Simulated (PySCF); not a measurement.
# SNF2: relaxation and vibrations of the doublet

Aim: relax SNF2 as a doublet from a T-shaped (ligand arrangement 1) start, check by its vibrations whether the end is a minimum, and collect its spectrum and constants.

The runs use PySCF 2.14.0; PBE0, basis S def2-TZVP, N def2-TZVP, F def2-TZVP, no relativity, density fitting.

### Step 1. Where the work starts

4 atoms, charge 0, spin multiplicity 2.

Bond lengths: S1–N2 1.540 Å, S1–F3 1.670 Å, S1–F4 1.670 Å. Angles: N2–S1–F3 88.0°, N2–S1–F4 176.0°, F3–S1–F4 88.0°.

```xyz
4
charge 0 multiplicity 2
S     0.0000    0.0000    0.0000
N    -1.5391    0.0000    0.0537
F     0.0000    0.0000    1.6700
F     1.6690    0.0000    0.0583
```

### Step 2. First SCF at the start

The steps below are one call of a driver around PySCF. For each, scf.py gives the equivalent set-up of the SCF; relaxations use the driver's own optimiser. After this first run the driver tries any further starts and a stability analysis.

scf.py

```python
from pyscf import gto, scf, dft
mol = gto.M(atom='''
S      0.000000     0.000000     0.000000
N     -1.539100     0.000000     0.053700
F      0.000000     0.000000     1.670000
F      1.669000     0.000000     0.058300''',
    basis={'S': 'def2-TZVP', 'N': 'def2-TZVP', 'F': 'def2-TZVP'},
    charge=0, spin=1)
mf = dft.UKS(mol, xc='PBE0')
mf.grids.atom_grid = (50, 194)
aux = {'S': 'def2-universal-JKFIT', 'N': 'def2-universal-JKFIT', 'F': 'def2-universal-JKFIT'}
mf = mf.density_fit(auxbasis=aux)
mf.conv_tol = 1e-08
mf.diis_space = 10
mf.max_cycle = 60
mf.init_guess = 'minao'
mf.verbose = 4
mf.kernel()
```

Launch:

```bash
$ OMP_NUM_THREADS=4 python axn.py task.json out
```

Further steps of the session: Relaxation: T-shaped (ligand arrangement 1) start, doublet; Frequencies; Following the imaginary mode; Is it a minimum? Harmonic modes.

Q: Predict the outcome of this session. Wanted: minimum; geometry; wavenumbers; dipole moment; highest occupied, lowest empty level; polar-tensor charge of S1; zero-point energy; atomisation energy; ⟨S²⟩.

As calculated:

| quantity | value |
| --- | --- |
| minimum | doublet, Cs |
| geometry | S–F 1.600 Å (×2), S–N 1.482 Å; F–S–F 90.5°, F–S–N 113.2° (×2) |
| wavenumbers (cm⁻¹) | 309 (a''), 373 (a'), 422 (a'), 721 (a''), 765 (a'), 1195 (a') |
| dipole moment | 1.46 D |
| highest occupied, lowest empty level (either spin) | -9.39, -5.01 eV |
| polar-tensor charge of S1 | +1.38 e |
| zero-point energy | 22.6 kJ/mol |
| entropy at 298.15 K | 288.0 J/(mol K) |
| atomisation energy (no zero-point energy) | 1016 kJ/mol |
| ⟨S²⟩ | 0.761 |

In words: The T-shaped (ligand arrangement 1) start (Cs) ends in a minimum of Cs symmetry, after a stop at a saddle point 120.6 kJ/mol higher, from which it was pushed off along an imaginary mode. The strongest infrared band lies at 721 cm⁻¹ (a'', stretch). Most of the spin sits on N2 (Mulliken spin 0.78, against 1 for the whole molecule). Other starts or spin states, not run here, may lie lower.
